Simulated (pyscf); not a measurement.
Four-centre exchange: H₃Si–Te–SiH₃ (SMILES [SiH3][Te][SiH3]) + H₂ (SMILES [H][H]) → SiH₄ (SMILES [SiH4]) + H₃Si–TeH (SMILES [SiH3][TeH])

Gas phase, singlet surface, charge 0. Bonds broken: Si1–Te2, H10–H11. Bonds formed: Si1–H10, Te2–H11. Optimised with ωB97X-D3(BJ)/def2-SVP in PySCF.

Transition state (Å):

```xyz
11

Si    -2.4312     0.5165    -0.1329
Te    -0.8582    -1.7614     0.8002
Si     0.7494    -0.9671    -0.8740
H     -3.5568    -0.0071     0.6704
H     -2.1584    -0.0043    -1.4938
H     -2.7033     1.9790    -0.3612
H      2.1582    -1.3173    -0.5417
H      0.4285    -1.4688    -2.2416
H      0.6260     0.5309    -0.9144
H     -1.2807     1.1928     0.9661
H     -1.0651     0.3107     1.0948
```

One imaginary mode, 1176i cm⁻¹; descent along it reached the two sides named.

```csv
bond,change,reactant side (Å),saddle,product side
Si1–Te2,breaks,2.477,2.9,3.8
H10–H11,breaks,0.762,0.917,3.7
Si1–H10,forms,4.1,1.729,1.489
Te2–H11,forms,3.3,2.103,1.658
```

Electronic energies relative to the separated reactants (eV):

```tsv
level	barrier	reaction energy	reverse barrier
ωB97X-D3(BJ)/def2-TZVP	2.55	+0.65	1.90
PBE/def2-TZVP	2.10	+0.41	1.69
r²SCAN/def2-TZVP	2.23	+0.45	1.77
B3LYP-D3(BJ)/def2-TZVP	2.33	+0.42	1.91
PBE0-D3(BJ)/def2-TZVP	2.21	+0.48	1.73
M06-2X/def2-TZVP	2.41	+0.50	1.91
ωB97M-D3(BJ)/def2-TZVP	2.41	+0.37	2.04
HF/def2-TZVP	3.07	+0.13	2.94
```

With ωB97M-D3(BJ)/def2-TZVP energies and thermal terms (ideal gas, 1 atm, RRHO with modes under 100 cm⁻¹ raised to 100, one conformer, R ln 2 for chiral ones without a mode under 150 cm⁻¹), in eV:

```
T (K)   ΔH‡   ΔG‡     ΔH     ΔG
-----  ----  ----  -----  -----
298    2.42  2.78  +0.38  +0.31
600    2.38  3.17  +0.33  +0.27
900    2.37  3.56  +0.29  +0.25
1200   2.38  3.96  +0.27  +0.23
```

One saddle was located; it need not be the lowest between these sides. Elements past Kr carry the def2 core potentials, without spin-orbit coupling.
